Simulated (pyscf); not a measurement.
•H₂Si–Cl (SMILES [SiH2]Cl) + HCl (SMILES Cl) -> Cl–SiH₂–Cl (SMILES Cl[SiH2]Cl) + H• (SMILES [H]) (concerted two-bond exchange; doublet surface; H–Si, Cl–H broken, H–Si, Cl–Si formed). Structures and frequencies: ωB97X-D3(BJ)/def2-SVP in PySCF. Correlated levels are frozen-core, on RHF or UHF. ΔMP2 is the change of the MP2 total energy from the triple- to the quadruple-zeta basis. Rate constants from transition-state theory, CCSD(T)/def2-TZVPP + ΔMP2(QZVPP) energies (ideal gas, 1 atm, RRHO with modes under 100 cm⁻¹ raised to 100, one conformer, R ln 2 for rigid chiral ones; no tunnelling), k in cm³ molecule⁻¹ s⁻¹.

| T (K) | 1000/T | log10 k |
|---|---|---|
| 298 | 3.354 | -22.65 |
| 600 | 1.667 | -17.61 |
| 900 | 1.111 | ? |
| 1200 | 0.833 | -14.73 |

**Question.** Fit an Arrhenius line to the three values, give the activation energy, and predict k at 900 K.

**Answer.** Least squares gives log10 k = -12.24 − 3.12 × 1000/T, so Ea = 3.12 × ln 10 × 1.987 = 14.3 kcal/mol, against an electronic barrier of 13.1. At 900 K the line gives -15.71; the computed value is -15.76 (ΔG‡ = 41.7 kcal/mol), close to the line. One saddle was located; it need not be the lowest between these sides. The CCSD(T) − MP2 part came from Ansatz, without density fitting, on the same reference.
